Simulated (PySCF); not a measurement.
C4H7O (doublet state).
Geometry (GFN2-xTB, Å), atoms numbered from 1 in this order:
```xyz
12
C4H7O angstrom
C     -1.0711    1.7125   -0.7745
C     -0.4774    0.6873   -0.2347
C     -1.2090   -0.6046    0.0133
O      0.8619    0.7764    0.1365
C      1.5814   -0.4095    0.3618
H     -0.8863    2.7256   -1.0301
H     -0.7690   -1.4202   -0.5588
H     -1.1744   -0.8617    1.0713
H     -2.2459   -0.4871   -0.2858
H      2.5962   -0.0888    0.5976
H      1.1848   -0.9831    1.2055
H      1.6100   -1.0474   -0.5282
```

The hyperfine couplings belong to this conformer and change with its torsions.

As a line formula: `[H]/[C]=C(/C)OC` [radical].

The calculation used UKS B3LYP, pcH-1 on C H O, non-relativistic, mean-field spin-orbit, GIAO (PySCF 2.14.0). Geometry: GFN2-xTB, one conformer, isolated molecule. Couplings are sensitive to structure, and on GFN2-xTB geometries they can be far from those on DFT ones. No stability test was run, so a lower SCF solution isn't excluded.

Problem. Where do the isotropic ENDOR lines of H6 and H10/H11/H12 fall at 344.6 mT, to first order?

Solution. For S = 1/2 in fast tumbling each set of equivalent nuclei gives two lines, ν± = |νn ± a/2| to first order, with νn = g_N μN B/h and μN/h = 7.62259 MHz/T.

```csv
nuclei,isotope,g_N,νn (MHz),a_iso (MHz),lower line (MHz),upper line (MHz)
H6,1H,5.5857,14.67,26.99,1.18,28.17
H10/H11/H12,1H,5.5857,14.67,0.77,14.29,15.06
```

Problem. Which pairs are centred on the nuclear Larmor frequency, and which on half the coupling?

Solution. Centred on νn, since |a| < 2νn: H6 and H10/H11/H12. No pair has |a| > 2νn.

Problem. At what field would the lower line of H6 fall to zero frequency?

Solution. Where νn = |a|/2, that is B = 13.50 MHz/(5.5857 × 7.62259 MHz/T) = 317 mT, as far as first order holds there.

Class means assume fast exchange of nuclei equivalent by connectivity; if that motion is slow, each nucleus keeps its own coupling. The three 1H nuclei of mean +0.8 MHz run from -1.7 to 5.4 MHz in the frozen geometry.
